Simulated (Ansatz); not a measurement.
Li₂F⁻. Total charge -1; triplet. Geometry B3LYP-D4/def2-TZVP, that of the neutral doublet; atoms count from 1.

```xyz
3

Li   -0.505   -0.316   -1.285
Li    0.753    0.760    0.929
F    -0.247   -0.445    0.356
```

The highest occupied level of the charge -1 triplet lies above zero (up to 0.59 eV). By energy differences its removal costs 0.49 eV (vertical, to the charge 0 doublet, at PBE0-D4/def2-TZVPD); a positive level beside a positive removal energy at the same level points to self-interaction error. The structure comes from a short search, and lower isomers may exist.

(1) Estimate the Mulliken populations from the PBE0/def2-TZVPD orbitals of Ansatz.

(2) Where does the spin sit?

(3) And the Mayer bond orders between bonded heavy atoms (over 0.3)?

## Answers

(1) 
| atom | charge (e) | spin (α − β) |
| --- | --- | --- |
| Li1 | -0.10 | 1.04 |
| Li2 | -0.10 | 1.04 |
| F3 | -0.81 | -0.07 |
Mulliken values and Mayer orders depend strongly on the basis. With diffuse functions, as here, like atoms can get unlike values, and bond orders can come out too low or too high.

(2) Summed by element: Li 2.07, F -0.07, of 2 unpaired in all. Largest on single atoms: Li1 1.04, Li2 1.04, F3 -0.07.

(3) Li1–Li2 1.51 (2.76 Å).
